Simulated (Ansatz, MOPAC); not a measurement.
Process, species as SMILES: OCC + C (CH4) → CC (C2H6) + CO (CH4O)

Wanted: bond separation energy (enthalpy at 298 K), in kcal/mol. Set-up: spin-orbit terms left out; no dispersion term unless named; non-relativistic; 6-31G* and kin with 6d, 5d where marked. Ab initio and DFT rows: single points at B3LYP-D3(BJ) geometries (Ansatz, an electronic-structure program), with unscaled harmonic terms from B3LYP/6-31G* (Ansatz) at its own minima. Semi-empirical rows: MOPAC heats of formation at their own minima for 298 K.

```csv
species,coefficient,"E at HF/6-31G* (Ansatz), Eh","E at B3LYP/def2-TZVPD (Ansatz), Eh","H(298 K) - E, kcal/mol","heat of formation at AM1 (MOPAC), kcal/mol"
CCO,-1,-154.07494,-155.11179,53.66,-62.70
C (CH4),-1,-40.19509,-40.53767,30.76,-8.79
CC (C2H6),+1,-79.22860,-79.86423,49.98,-17.44
CO (CH4O),+1,-115.03467,-115.77809,34.95,-57.05
```

Measured values: Active Thermochemical Tables 1.112 (ions: stationary electron), as tabulated in the package chemicals; they hold spin-orbit and core effects, anharmonicity and other conformers.  Value to compare with, the measured value: 5.9 kcal/mol. 1 Eh = 627.5095 kcal/mol.

Question: Compute it at each level from the table, and compare with the measured value.

Answer: 
- HF/6-31G*: the sum of coefficient times E is 0.00676 Eh, or 4.24 kcal/mol; the thermal terms add 0.51. Result: 4.8 kcal/mol. Its error against the measured value is -1.1 kcal/mol.
- B3LYP/def2-TZVPD: the sum of coefficient times E is 0.00714 Eh, or 4.48 kcal/mol; the thermal terms add 0.51. Result: 5.0 kcal/mol. Its error against the measured value is -0.9 kcal/mol.
- AM1: the sum of coefficient times heat of formation is -3.00 kcal/mol; it needs no thermal term. Its error against the measured value is -8.9 kcal/mol.
